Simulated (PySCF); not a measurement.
**How exact exchange moves a shielding**

Molecule: `CCCCl`, C3H7Cl.

Molfile (atoms numbered from 1):
```
C3H7Cl
     RDKit          3D

 11 10  0  0  0  0  0  0  0  0999 V2000
   -1.2645    0.2488    0.0978 C   0  0  0  0  0  0  0  0  0  0  0  0
   -0.0409   -0.6400   -0.0449 C   0  0  0  0  0  0  0  0  0  0  0  0
    1.2781    0.0956    0.0684 C   0  0  0  0  0  0  0  0  0  0  0  0
    1.4956    1.3037   -1.2403 Cl  0  0  0  0  0  0  0  0  0  0  0  0
   -1.2784    0.7560    1.0759 H   0  0  0  0  0  0  0  0  0  0  0  0
   -2.1924   -0.3352    0.0092 H   0  0  0  0  0  0  0  0  0  0  0  0
   -1.2739    1.0246   -0.6820 H   0  0  0  0  0  0  0  0  0  0  0  0
   -0.0663   -1.1742   -1.0092 H   0  0  0  0  0  0  0  0  0  0  0  0
   -0.0422   -1.4178    0.7397 H   0  0  0  0  0  0  0  0  0  0  0  0
    1.3527    0.6470    1.0173 H   0  0  0  0  0  0  0  0  0  0  0  0
    2.1303   -0.5939   -0.0009 H   0  0  0  0  0  0  0  0  0  0  0  0
  1  2  1  0
  2  3  1  0
  3  4  1  0
  1  5  1  0
  1  6  1  0
  1  7  1  0
  2  8  1  0
  2  9  1  0
  3 10  1  0
  3 11  1  0
M  END
```

GIAO shieldings (ppm, equivalent atoms averaged) in PySCF 2.14 on the PBE0-D3(BJ)/def2-SVP geometry, basis pcSseg-2, gas phase, non-relativistic:

| functional | exact exchange (%) | σ(C3) | σ(Cl4) |
| --- | --- | --- | --- |
| BLYP | 0 | 117.6 | 821.4 |
| BP86 | 0 | 123.1 | 838.5 |
| PBE | 0 | 123.3 | 838.6 |
| PBE0 | 25 | 130.4 | 867.8 |
| mPW1PW91 | 25 | 129.6 | 866.1 |
| BHandHLYP | 50 | 131.4 | 878.4 |
| HF | 100 | 143.0 | 924.7 |

**Question.** Fit each shielding as a line in the percentage of exact exchange.

**Answer.** σ(C3) = 122.3 + 0.21 x (rms 2.3 ppm); σ(Cl4) = 836.3 + 0.91 x (rms 7.3 ppm). The functionals also differ in their semilocal parts, which the line can't hold; Hartree–Fock has no correlation at all.

**Question.** What does the line predict for B3LYP (20 %), and what does the run give?

**Answer.** σ(C3): 126.5 predicted, 123.8 computed; σ(Cl4): 854.5 predicted, 846.6 computed ppm.
